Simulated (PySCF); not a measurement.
BCl3, SMILES B(Cl)(Cl)Cl. Heavy atoms are numbered as in [B:1]([Cl:2])([Cl:3])[Cl:4].

Geometry: PBE0-D3(BJ)/def2-SVP. The isomer is the one that the SMILES or the coordinates give; other isomers of the formula were not compared.

Method: PBE0/pcSseg-2 (PySCF).

GIAO shieldings, no solvent; atoms alike by connectivity are averaged. δ = σ(ref) − σ: ¹¹B against BF3 (σ = 88.8 ppm); ³⁵Cl against HCl (σ = 943.3 ppm), references at their B3LYP-D3(BJ)/def2-TZVP geometries, non-relativistic (without spin–orbit terms, shifts of atoms bonded to Cl or Br come out too high).

Computed chemical shifts:
```json
[
 {"nucleus": "¹¹B", "atoms": "B1", "count": "1", "δ (ppm)": "42.5"},
 {"nucleus": "³⁵Cl", "atoms": "Cl2", "count": "3", "δ (ppm)": "289.5"}
]
```
